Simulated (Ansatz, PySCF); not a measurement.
System: C₄H₄N, charge 0, multiplicity 2. SMILES: c1[nH]c[c]c1
Coordinates optimised at B3LYP-D3(BJ)/def2-TZVP (Ansatz, a first-principles code):
```xyz
9

H      0.0018     0.0447     2.0683
N      0.0012     0.0470     1.0637
C      0.0125     1.1797     0.2746
C     -0.0110    -1.0751     0.2784
C      0.0069     0.7218    -1.0097
C     -0.0078    -0.6842    -1.0463
H      0.0231     2.1687     0.6953
H     -0.0211    -2.0606     0.7125
H     -0.0151    -1.3345    -1.9036
```
Charge 0, spin multiplicity 2.

Wanted: atomisation energy, in kcal/mol. Terms: no spin-orbit coupling; valence correlation only; LANL2DZ all-electron up to Ne; 6-311+G** with 5d; atomisation electronic, to ground-state atoms; non-relativistic; no dispersion term unless named; 6-31G* and kin with 6d, 5d where marked; UHF or UKS for open shells. First-principles rows: single points at B3LYP-D3(BJ) geometries (Ansatz).

```csv
level,program,atomisation energy (kcal/mol)
PBE/6-31G*,Ansatz,986.4
PBE/6-311+G**,Ansatz,981.7
B3LYP/LANL2DZ,Ansatz,898.2
B3LYP/6-31G*,Ansatz,939.4
B3LYP/cc-pVDZ,Ansatz,930.7
PBE0/6-31G*,Ansatz,959.2
B3PW91/6-31G* (5d),PySCF,952.4
PBE/def2-TZVPD,Ansatz,988.8
M06-2X/def2-TZVPD,PySCF,949.7
B2PLYP-D3(BJ)/def2-TZVPD,Ansatz + dftd3,942.4
```

No value to compare with is used here. The 7 habitual levels span 898.2 (B3LYP/LANL2DZ) to 986.4 kcal/mol (PBE/6-31G*); B2PLYP-D3(BJ)/def2-TZVPD gives 942.4.

The levels are drawn from those run, B3LYP/6-31G* more often than the rest, none by its result; runs whose electronic state is in doubt are left out.
